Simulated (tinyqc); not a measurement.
Inside a calculation. Method: CIS on RHF in the sto-3g basis, for LiH, spin multiplicity 1. One step of it, computed by the program tinyqc.

Question. CIS matrix, triplets. A(ia,jb) = (e_a - e_i) d_ij d_ab - (ij|ab).

orbital energies (hartree): MO1 -2.360127, MO2 -0.252817, MO3 0.073735, MO4 0.162373, MO5 0.162373, MO6 0.441206

Two-electron integrals over orbitals (pq|rs), unique and non-zero (hartree):
```
(11|11) 1.659124    (21|11) -0.100619   (21|21) 0.010654    (22|11) 0.328606
(22|21) 0.003581    (22|22) 0.462319    (31|11) -0.140965   (31|21) 0.010617
(31|22) -0.012431   (31|31) 0.021975    (32|11) 0.022598    (32|21) -0.002696
(32|22) -0.055644   (32|31) -0.000073   (32|32) 0.018062    (33|11) 0.393086
(33|21) -0.009372   (33|22) 0.215318    (33|31) 0.001206    (33|32) 0.012348
(33|33) 0.332288    (41|41) 0.009812    (42|41) 0.007289    (42|42) 0.021724
(43|41) 0.010338    (43|42) 0.019865    (43|43) 0.041331    (44|11) 0.396337
(44|21) -0.003755   (44|22) 0.252651    (44|31) -0.005049   (44|32) 0.010684
(44|33) 0.280640    (44|44) 0.312946    (51|51) 0.009812    (52|51) 0.007289
(52|52) 0.021724    (53|51) 0.010338    (53|52) 0.019865    (53|53) 0.041331
(54|54) 0.016869    (55|11) 0.396337    (55|21) -0.003755   (55|22) 0.252651
(55|31) -0.005049   (55|32) 0.010684    (55|33) 0.280640    (55|44) 0.279207
(55|55) 0.312946    (61|11) 0.068033    (61|21) -0.009418   (61|22) -0.007612
(61|31) -0.004276   (61|32) 0.002551    (61|33) 0.011710    (61|44) 0.001425
(61|55) 0.001425    (61|61) 0.010732    (62|11) -0.071529   (62|21) 0.002186
(62|22) 0.112273    (62|31) 0.003421    (62|32) -0.040547   (62|33) -0.018213
(62|44) -0.031678   (62|55) -0.031678   (62|61) 0.000490    (62|62) 0.128641
(63|11) 0.020858    (63|21) -0.002479   (63|22) -0.054999   (63|31) 0.004079
(63|32) 0.014289    (63|33) 0.036283    (63|44) 0.005965    (63|55) 0.005965
(63|61) 0.004379    (63|62) -0.036520   (63|63) 0.028869    (64|41) -0.006042
(64|42) -0.018962   (64|43) -0.012646   (64|64) 0.019607    (65|51) -0.006042
(65|52) -0.018962   (65|53) -0.012646   (65|65) 0.019607    (66|11) 0.356483
(66|21) 0.001266    (66|22) 0.434367    (66|31) -0.011041   (66|32) -0.047535
(66|33) 0.239103    (66|44) 0.261775    (66|55) 0.261775    (66|61) -0.004802
(66|62) 0.109612    (66|63) -0.045781   (66|66) 0.432420
```

Give: CIS matrix A, triplet.

Answer.

CIS matrix A, triplet (hartree), lower triangle:
```
         1>3     1>4     1>5      1>6     2>3     2>4     2>5     2>6
1>3   2.0408
1>4   0.0000  2.1262
1>5   0.0000  0.0000  2.1262
1>6  -0.0209  0.0000  0.0000   2.4449
2>3   0.0094  0.0000  0.0000   0.0025  0.1112
2>4   0.0000  0.0038  0.0000   0.0000  0.0000  0.1625
2>5   0.0000  0.0000  0.0038   0.0000  0.0000  0.0000  0.1625
2>6   0.0025  0.0000  0.0000  -0.0013  0.0550  0.0000  0.0000  0.2597
```
